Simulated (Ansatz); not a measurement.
## Structure relaxation of Ni₂Cl

These are results of DFT PBE, scalar-relativistic, plane waves, PAW in Ansatz 0.2.0, not measurements. Cutoff 420 eV, Γ-centred k mesh, Gaussian smearing, collinear spin, first started from parallel moments.

A relaxed cell is given with its space group left out.

```xyz
6
Lattice="3.2968 0.0000 0.0000 0.0000 3.2968 0.0000 0.0000 0.0000 9.7092" Properties=species:S:1:pos:R:3 pbc="T T T"
Ni    0.0000    0.0000    0.0000
Ni    1.6484    1.6484    0.0000
Ni    0.0000    1.6484    1.7855
Ni    1.6484    0.0000    7.9237
Cl    0.0000    1.6484    6.7602
Cl    1.6484    0.0000    2.9490
```

Energies over the elements count from the elements' standard structures at the same level (Cl₂ as a molecule), with no empirical corrections.

What space group does it have?

P4/nmm (No. 129). Conventional cell: a = 3.297 Å, c = 9.709 Å. Ni on Wyckoff site a (2 atoms of the primitive cell) is coordinated by 8 Ni at 2.33–2.43 Å; Ni on Wyckoff site c (2 atoms of the primitive cell) has 4 Ni at 2.43 Å and 4 Cl at 2.61 Å; around Cl lie 4 Ni at 2.61 Å, 4 Cl at 3.30 Å and 4 Ni at 3.38 Å.

What is its formation energy per atom?

0.17 eV/atom.

Is it a metal?

Yes, bands cross the Fermi level on the 12×12×4 mesh.

What net moment does it keep?

0.65 μB per atom, with site moments up to 1.04 μB.

The final run used a 12×12×4 mesh on its 6-atom cell and 0.10 eV smearing. For metals, differences of a few meV/atom aren't resolved. Weakly bound directions are ill-defined at this level, which has no dispersion term. The cell came from a trial start, so Ni₂Cl may not exist in this structure.

Cost: 4 runs of about 13 core-minutes in all, on AMD EPYC 7B13 (Zen 3) (shared hosts).